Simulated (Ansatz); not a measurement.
C3H5N, SMILES `C=C=CN`. Charge 0, multiplicity 1. The geometry is a stationary point of PBE0-D4/def2-TZVP. It is one conformer, not always the lowest.

```xyz
9

C     1.401   -1.247   -0.124
C     0.321   -0.523   -0.197
C    -0.786    0.170   -0.250
N    -1.131    1.254    0.563
H     2.264   -1.054   -0.757
H     1.485   -2.078    0.573
H    -1.565   -0.144   -0.940
H    -1.643    1.972    0.072
H    -0.347    1.649    1.060
```

Problem. What is the dipole moment at B3LYP/def2-TZVPP? (An estimate is asked.)

Solution. The calculation gave: 1.37 D, with components (-0.07, 1.32, -0.38) D in this frame, pointing from negative to positive charge.

Problem. And with PBE, r2SCAN, ωB97M-V? (Estimate.)

Solution. Computed: PBE 1.42 D, r2SCAN 1.42 D, ωB97M-V 1.35 D.

Problem. Give the Mulliken charges with B3LYP, PBE, ωB97M-V in def2-TZVPP. (Best estimate.)

Solution. The calculation gave: 
```csv
atom,B3LYP,PBE,ωB97M-V
C1,-0.25,-0.21,-0.24
C2,-0.07,-0.08,-0.10
C3,-0.03,-0.05,-0.01
N4,-0.27,-0.27,-0.23
H5,0.11,0.10,0.11
H6,0.11,0.10,0.12
H7,0.11,0.10,0.11
H8,0.14,0.16,0.12
H9,0.14,0.15,0.12
```

B3LYP here is the variant with VWN-RPA as its local correlation; programs differ in this.
